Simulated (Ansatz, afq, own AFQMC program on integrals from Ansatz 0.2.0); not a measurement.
AFQMC on a folder of integrals that Ansatz 0.2.0 wrote.

```yaml
crystal:
  periodic: [false, false, false]
  atoms:
    - {symbol: Zn, position_ang: [0.012295, -0.007700, 0.479089]}
    - {symbol: O, position_ang: [-0.066320, 0.166596, -1.789868]}
    - {symbol: H, position_ang: [0.426880, -0.492904, -2.289606]}
    - {symbol: H, position_ang: [-0.172044, -1.651879, -0.389064]}
basis:
  gaussian: {orbitals: def2-SVP}
magnetization: {spin_polarized: true, initial_magnetization: 2}
correlation: {method: ccsd_t, electrons: outside_noble_gas, hamiltonian_folder: ham}
```

```sh
$ ansatz run in.yaml --threads 1 --pin off --events-out ev --progress --plain --max-ram 16896MiB --backend cuda --devices 0, --max-vram 18GiB
```

Options of the walk:

```
--method phaseless --trial cisd --walkers 4000 --populations 20 --least-time 60 --time-step 0.005 --steps-per-block 50 --equilibration-blocks 40 --max-blocks 4000 --target-error 0.00027 --factor-cut 1e-05 --start spin_pure --seed 8260 --release-times 0.24,0.51,0.99,1.5 --release-step 0.03 --release-every 4 --taylor-order 6
```

Times are imaginary, in 1/Eh. The walk had a cap of 109 s. With eight or more populations the least sampling time is a fifth of least-time, and the error comes from their spread.

afq prints:

```
orbitals 45  electrons 11 9  factors 365 of 535
reference energy -1853.41041999 Eh
CCSD correlation -0.45647946 Eh in 20 cycles, weight of the determinant in the CISD state 0.8474
energy of the start -1853.864725 Eh
 block  time / (1/Eh)  mean weight  energy / Eh
     1     0.250  1.0000  -1853.863468
     2     0.500  1.0002  -1853.870683
     3     0.750  1.0000  -1853.871452
     4     1.000  1.0000  -1853.873166
     5     1.250  1.0006  -1853.874369
     7     1.750  0.9997  -1853.875139
     9     2.250  1.0001  -1853.875465
    13     3.250  1.0003  -1853.877272
    19     4.750  0.9999  -1853.876674
    25     6.250  0.9997  -1853.876525
    31     7.750  0.9998  -1853.878149
    37     9.250  1.0002  -1853.878470
    43    10.750  0.9993  -1853.878452
    49    12.250  1.0002  -1853.878685
    55    13.750  1.0001  -1853.877681
    61    15.250  1.0003  -1853.876917
    67    16.750  1.0000  -1853.879116
    73    18.250  0.9992  -1853.877648
    76    19.000  1.0000  -1853.879949
    79    19.750  0.9998  -1853.876672
    85    21.250  1.0006  -1853.878124
    91    22.750  0.9992  -1853.876564
    97    24.250  0.9996  -1853.876869
   103    25.750  0.9999  -1853.879520
   109    27.250  0.9996  -1853.876752
   112    28.000  0.9997  -1853.875958
   115    28.750  0.9995  -1853.877804
   118    29.500  0.9996  -1853.877071
error from the spread of 20 populations
released: time / (1/Eh)  energy / Eh  error  mean overlap
  0.24  -1853.877391  0.000232  0.9972
  0.51  -1853.877555  0.000210  0.9927
  0.99  -1853.877423  0.000388  0.9950
  1.50  -1853.878138  0.000469  0.9894
energy -1853.877381 +/- 0.000133 Eh
(rows thinned)
```

The run passed its tests (sampling time, drift between the halves within three errors, error under three times the target), which doesn't prove that it has relaxed.

Against this walk (error 3.6 meV) on the same determinant: CCSD(T) 11.9 meV lower. The error is statistical and leaves out the bias of the constraint. None of these is a sure reference here. The released energies get too noisy after the second time (errors over twice the walk's own, or jumping) (meV from the phaseless value at times in 1/Eh: 0 ± 6 at 0.24, -5 ± 6 at 0.51, -1 ± 11 at 0.99, -21 ± 13 at 1.50), so they give no level.

Cautions: constraint bias not in the error; no relativity below Rb; outer-core shells of the metal frozen; lower spins were not checked; higher spins were not checked.

The walk took 97 s on 1 × NVIDIA H100 80GB HBM3 with 2 threads of AMD EPYC 7R13 Processor (Zen 3), with other jobs on the host (the card was shared). The log's last line is the phaseless energy.
